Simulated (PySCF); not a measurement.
Isomers of C4H5OP, mass 100.008 u with the commonest isotopes. Method used: CAM-B3LYP/def2-SVPD in PySCF (dipole) on a GFN2-xTB geometry, gas phase. One conformer each, none proved a minimum here; rigid rotors.

Question: Order these by radius of gyration √(Σ m r²/M), smallest first.
A. `[CH2:1]=[C:2]([CH3:3])[P:4]=[C:5]=[O:6]` with C1–C2–P4–C5 180°
B. `[CH2:1]=[CH:2][CH2:3][P:4]=[C:5]=[O:6]` with C1–C2–C3–P4 -103°, C2–C3–P4–C5 -60°
C. `CC1=PC=CO1`

Answer: C (1.584 Å), A (1.812 Å), B (1.898 Å).

Question: Order these by dipole moment, smallest first.
A. `Cc1occp1`
B. `[CH2:1]=[CH:2][CH2:3][P:4]=[C:5]=[O:6]` with C1–C2–C3–P4 -103°, C2–C3–P4–C5 -60°
C. `[CH2:1]=[C:2]([CH3:3])[P:4]=[C:5]=[O:6]` with C1–C2–P4–C5 180°

Answer: A (1.00 D), C (1.73 D), B (1.88 D).

Question: Order these by rotational constant B, smallest first.
A. `[CH2:1]=[CH:2][CH2:3][P:4]=[C:5]=[O:6]` with C1–C2–C3–P4 -103°, C2–C3–P4–C5 -60°
B. `Cc1occp1`
C. `[CH2:1]=[C:2]([CH3:3])[P:4]=[C:5]=[O:6]` with C1–C2–P4–C5 180°

Answer: A (1821 MHz), C (2098 MHz), B (3313 MHz).

```tsv
SMILES	point group	Ia (u·Å²)	Ib (u·Å²)	Ic (u·Å²)	κ	μa (D)	μb (D)	μc (D)
Cc1occp1	Cs	100.11	152.53	249.51	-0.15	0.14	0.99	0.01
C=CCP=C=O	C1	100.83	277.59	342.24	-0.81	1.68	0.52	0.68
C=C(C)P=C=O	Cs	89.02	240.91	326.80	-0.73	1.58	0.71	0.00
```
